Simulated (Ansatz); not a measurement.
Input for Ansatz (development build ahead of 0.2.0):

```yaml
crystal:
  periodic: [false, false, false]
  atoms:
    - { symbol: Al, position_ang: [0.0, 0.0, 0.0] }
    - { symbol: Cl, position_ang: [0.0, 0.0, 4.26] }
basis:
  gaussian: { orbitals: def2-SVP }
magnetization:
  spin_polarized: true
hamiltonian:
  xc: hf
scf:
  omitted_lower_state_checks: [stability, starts, atomic_configurations, cluster_reference, orbital_swaps, given_window_search, neighbouring_geometries, increment]
output:
  forces: true
```

The input is written out in the form of the current development build from the run's settings.

Results

```yaml
Converged: yes
Total_energy: -701.10365 hartree
Spin_squared_of_the_determinant: 0.000
```

Forces (eV/Å):
```
atom     Fx     Fy      Fz
 Al1  0.000  0.000   1.319
 Cl2  0.000  0.000  -1.319
```

This is not the lowest solution: another run reaches a determinant 0.32 eV lower.
